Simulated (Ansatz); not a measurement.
A made-up structure of SiH3O2 (charge -1), singlet:

```json
{"atom": "O1", "x (Å)": "0.3906", "y (Å)": "-0.7639", "z (Å)": "2.3351"}
{"atom": "Si2", "x (Å)": "-0.4177", "y (Å)": "0.0317", "z (Å)": "-0.1874"}
{"atom": "O3", "x (Å)": "0.6244", "y (Å)": "-0.3468", "z (Å)": "1.1048"}
{"atom": "H4", "x (Å)": "0.1931", "y (Å)": "-0.7604", "z (Å)": "-1.3479"}
{"atom": "H5", "x (Å)": "-0.0143", "y (Å)": "1.4696", "z (Å)": "-0.5288"}
{"atom": "H6", "x (Å)": "1.5387", "y (Å)": "-0.1824", "z (Å)": "0.8633"}
```

It is relaxed with PBE-D4/def2-SVPD and then PBE0-D4/def2-TZVPD (Ansatz 0.2.0). Atoms count as bonded within 1.22 times the sum of their covalent radii (H–H: 0.88 Å). The end point is not checked to be a true minimum.

Problem. Does its bonding change? (A judgement: the text doesn't fix the answer.)

Solution. Computed: No: no bond forms or breaks.

Where it ends: The first stage lowers the energy by 1.14 eV in 10 steps. It ends as SiH₃O₂ ([O][OH][SiH2]), total charge -1:
```tsv
atom	x (Å)	y (Å)	z (Å)
O1	0.3822	-0.2691	2.3365
Si2	-0.5924	-0.0803	-0.2190
O3	0.6814	-0.7256	0.9700
H4	0.3343	-0.5276	-1.3885
H5	-0.0129	1.3497	-0.2401
H6	1.5222	-0.2993	0.7801
```

Labels in which every atom is bracketed show which atoms are joined, not bond orders.

For scale, one of the runs: PBE0-D4/def2-TZVPD relaxation, 150 basis functions, launched by `ansatz run in.yaml --threads 2 --pin off --events-out ev --progress --plain --max-ram 4352MiB`. The run took about 15 s on 2 CPU threads of an Arm Neoverse V2 (shared host).
